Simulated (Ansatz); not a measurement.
# AlSiNH2 (SMILES N#[Si][AlH2]): functionals against CCSD(T) at one geometry

How do the functionals fare away from a minimum? The structure is a frame of a short trajectory.

Computed with Ansatz 0.2.0, Gaussian basis. Level: single points in def2-TZVPP.

Correlated methods freeze the cores.

### 1 Where the work starts

SMILES `N#[Si][AlH2]`, 5 atoms, charge 0, spin multiplicity 1.

Atoms are counted from 1 here; the program's logs count them from 0.

Bond lengths: N1–Si2 1.583 Å, Si2–Al3 2.513 Å, Al3–H4 1.631 Å, Al3–H5 1.558 Å. Angles: N1–Si2–Al3 174.3°, Si2–Al3–H4 110.1°, Si2–Al3–H5 124.4°, H4–Al3–H5 125.4°.

As a file:

```
N     0.3810   -1.9884    2.3610
Si    0.2275   -0.9168    1.2066
Al   -0.1315    0.6086   -0.7584
H    -1.3028    0.0118   -1.7242
H     0.7267    1.8741   -1.0580
```

### 2 PBE-D4/def2-TZVPP

Input file run/in.yaml:

```yaml
crystal:
  periodic: [false, false, false]
  atoms:
    - {symbol: N, position_ang: [0.380994, -1.988420, 2.360961]}
    - {symbol: Si, position_ang: [0.227522, -0.916785, 1.206628]}
    - {symbol: Al, position_ang: [-0.131509, 0.608631, -0.758419]}
    - {symbol: H, position_ang: [-1.302820, 0.011754, -1.724163]}
    - {symbol: H, position_ang: [0.726654, 1.874079, -1.057951]}
basis:
  gaussian: {orbitals: def2-TZVPP}
hamiltonian: {xc: pbe, dispersion: d4}
output: {forces: true}
```

Command:

```bash
$ ansatz run in.yaml --threads 2 --pin off --events-out ev --progress --plain --max-ram 3481MiB
```

### 3 r2SCAN-D4/def2-TZVPP

Changes to run/in.yaml since step 2:

```diff
@@ -10,3 +10,3 @@
   gaussian: {orbitals: def2-TZVPP}
-hamiltonian: {xc: pbe, dispersion: d4}
+hamiltonian: {xc: r2scan, dispersion: d4}
 output: {forces: true}
```

### 4 PBE0-D4/def2-TZVPP

Changes to run/in.yaml since step 3:

```diff
@@ -10,3 +10,3 @@
   gaussian: {orbitals: def2-TZVPP}
-hamiltonian: {xc: r2scan, dispersion: d4}
-output: {forces: true}
+hamiltonian: {xc: pbe0, dispersion: d4}
+output: {forces: true, orbitals: {seedname: orbitals}}
```

### 5 wB97M-V/def2-TZVPP

Changes to run/in.yaml since step 4:

```diff
@@ -10,3 +10,3 @@
   gaussian: {orbitals: def2-TZVPP}
-hamiltonian: {xc: pbe0, dispersion: d4}
-output: {forces: true, orbitals: {seedname: orbitals}}
+hamiltonian: {xc: {name: wB97M-V}}
+output: {forces: true}
```

### 6 CCSD(T)/def2-TZVPP

Changes to run/in.yaml since step 5:

```diff
@@ -10,3 +10,3 @@
   gaussian: {orbitals: def2-TZVPP}
-hamiltonian: {xc: {name: wB97M-V}}
+correlation: {method: ccsd_t}
 output: {forces: true}
```

(Steps that only read results are left out.)

**Question.** What will these runs give? Wanted: energy less free atoms, CCSD(T)/def2-TZVPP; RMS force component; RMS force error; HOMO and LUMO, PBE0-D4; T1 diagnostic.

The runs gave:

| quantity | value |
| --- | --- |
| energy less free atoms, CCSD(T)/def2-TZVPP | -1161.1 kJ/mol |
| RMS force component | 0.342 to 0.561 eV/Å over the methods |
| RMS force error | PBE-D4 0.154, r2SCAN-D4 0.349, PBE0-D4 0.535, wB97M-V 0.723 eV/Å |
| HOMO and LUMO, PBE0-D4 | -7.25 and -3.52 eV |
| T1 diagnostic | 0.031 |

In words: Against CCSD(T) the functionals' energies less atoms differ by -84.0 to +1.0 kJ/mol, PBE-D4 by -84.0 kJ/mol. A larger basis would deepen the CCSD(T) value, while the functionals are nearly converged already, so the order here is not reliable. The forces of PBE-D4 come nearest to CCSD(T), those of wB97M-V are farthest. Frozen-core CCSD(T) forces in triple zeta carry basis errors of their own, and this is one geometry, so small gaps rank nothing. The T1 diagnostic is large here, over the usual mark for main-group molecules (transition-metal compounds often pass it harmlessly), so CCSD(T) itself may be off. The restricted Hartree–Fock reference is unstable towards an unrestricted one at one or more of these structures.
